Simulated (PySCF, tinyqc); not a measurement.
Inside a calculation. Method: CIS and TDHF on RHF in the sto-3g basis, frozen core, for BH, spin multiplicity 1. The lowest restricted solution is unstable here: a spin-polarised one lies 0.0088 hartree lower (PySCF). One step of it, computed by the program tinyqc.

Question. CIS matrix, triplets. A(ia,jb) = (e_a - e_i) d_ij d_ab - (ij|ab).

orbital energies (hartree): MO1 -7.385525, MO2 -0.463963, MO3 -0.229064, MO4 0.245349, MO5 0.245349, MO6 0.353211

Two-electron integrals over orbitals (pq|rs), unique and non-zero (hartree); the lowest 1 orbital is frozen and left out:
```
p,q,r,s,(pq|rs)
2,2,2,2,0.472058
3,2,2,2,-0.011690
3,2,3,2,0.115190
3,3,2,2,0.425077
3,3,3,2,0.007693
3,3,3,3,0.467078
4,2,4,2,0.091889
4,3,4,2,-0.037195
4,3,4,3,0.030251
4,4,2,2,0.487567
4,4,3,2,-0.075931
4,4,3,3,0.410322
4,4,4,4,0.586773
5,2,5,2,0.091889
5,3,5,2,-0.037195
5,3,5,3,0.030251
5,4,5,4,0.031630
5,5,2,2,0.487567
5,5,3,2,-0.075931
5,5,3,3,0.410322
5,5,4,4,0.523513
5,5,5,5,0.586773
6,2,2,2,0.056372
6,2,3,2,-0.005369
6,2,3,3,-0.026873
6,2,4,4,0.073517
6,2,5,5,0.073517
6,2,6,2,0.086310
6,3,2,2,0.047075
6,3,3,2,-0.111592
6,3,3,3,-0.009111
6,3,4,4,0.105404
6,3,5,5,0.105404
6,3,6,2,0.053974
6,3,6,3,0.154937
6,4,4,2,0.025708
6,4,4,3,0.005454
6,4,6,4,0.025334
6,5,5,2,0.025708
6,5,5,3,0.005454
6,5,6,5,0.025334
6,6,2,2,0.464293
6,6,3,2,0.048931
6,6,3,3,0.465482
6,6,4,4,0.436966
6,6,5,5,0.436966
6,6,6,2,0.024703
6,6,6,3,-0.022273
6,6,6,6,0.524193
```

Give: CIS matrix A, triplet.

Answer.

CIS matrix A, triplet (hartree), lower triangle:
```
,2>4,2>5,2>6,3>4,3>5,3>6
2>4,0.2217
2>5,0.0000,0.2217
2>6,0.0000,0.0000,0.3529
3>4,0.0759,0.0000,0.0000,0.0641
3>5,0.0000,0.0759,0.0000,0.0000,0.0641
3>6,0.0000,0.0000,-0.0489,0.0000,0.0000,0.1168
```
